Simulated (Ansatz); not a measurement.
# SiH₂ (triplet): from Hartree-Fock to the top rungs, cc-pV(Q+d)Z

An exercise on one series of results from a longer session: the logs are not shown, and one member is left open.

Computed with Ansatz 0.2.0, Gaussian basis. Level: cc-pV(Q+d)Z, core rule «outside noble gas», up to 5 orbitals frozen.

To be run: UHF; CCSD(T) on ROHF; CCSD(T) on UHF; BCCD(T) on ROHF; CCSDT(Q) on ROHF; CCSDT(Q) on UHF; CASSCF and MRCISD+Q, 6 electrons in 6 orbitals; CASSCF and NEVPT4(SD), 6 electrons in 6 orbitals; CASSCF and NEVPT2, 6 electrons in 6 orbitals.

10 further runs of the same task are left out: 10 set aside as unsound or not needed.

**The geometry**

The geometry is an MP2(full)/6-31G* stationary point (not a proven minimum).

3 atoms, charge 0, spin multiplicity 3.

Atoms are counted from 1 here; the program's logs count them from 0.

Bond lengths: Si1–H2 1.481 Å, Si1–H3 1.481 Å. Angles: H2–Si1–H3 118.3°.

Set-up of the first run:

The input, in.yaml:

```yaml
crystal:
  periodic: [false, false, false]
  atoms:
    - {symbol: Si, position_ang: [0.000000, 0.000000, 0.050827]}
    - {symbol: H, position_ang: [0.000000, 1.271862, -0.708125]}
    - {symbol: H, position_ang: [0.000000, -1.271862, -0.708125]}
basis:
  gaussian: {orbitals: "cc-pV(Q+d)Z.json"}
magnetization: {spin_polarized: true, initial_magnetization: 2}
hamiltonian: {xc: hf}
output: {orbitals: {seedname: orbitals}}
```

On the command line:

```console
ansatz run in.yaml --threads 1 --pin off --events-out ev --progress --plain --max-ram 3956MiB --backend cpu
```

Among the steps run: UHF; CCSD(T) on ROHF; CCSD(T) on UHF; BCCD(T) on ROHF; CCSDT(Q) on ROHF; CCSDT(Q) on UHF; CASSCF and MRCISD+Q, 6 electrons in 6 orbitals; CASSCF and NEVPT4(SD), 6 electrons in 6 orbitals; CASSCF and NEVPT2, 6 electrons in 6 orbitals.

One of the session's tables, all rows but one given; the rest of the session is left out.

| method | from UCCSDT(Q) (meV) |
| --- | --- |
| ROHF | +3352.9 |
| UHF | +3298.2 |
| RMP2 | +690.2 |
| UMP2 | ? |
| RCCSD | +123.7 |
| UCCSD | +121.5 |
| RCCSD(T) | +25.5 |
| UCCSD(T) | +24.3 |
| BCCD(T) | +25.0 |
| RCCSDT | +3.7 |
| UCCSDT | +2.5 |
| RCCSDT(Q) | +1.3 |
| UCCSDT(Q) | 0 |
| CASSCF valence | +2529.9 |
| NEVPT2 valence | +735.0 |
| NEVPT4(SD) valence | +149.3 |
| MRCISD valence | +154.8 |
| MRCISD+Q valence | +33.5 |

Q: Estimate the row for UMP2 from the others.

The run gave: from UCCSDT(Q) (meV): +687.8. In the column «from UCCSDT(Q) (meV)» it lies between MRCISD valence (+154.8) and RMP2 (+690.2).

Limits of these values: Restricted and unrestricted rows rest on different reference determinants; where their highest levels disagree by more than a few hundredths of an eV, they describe different states and don't form one ladder.
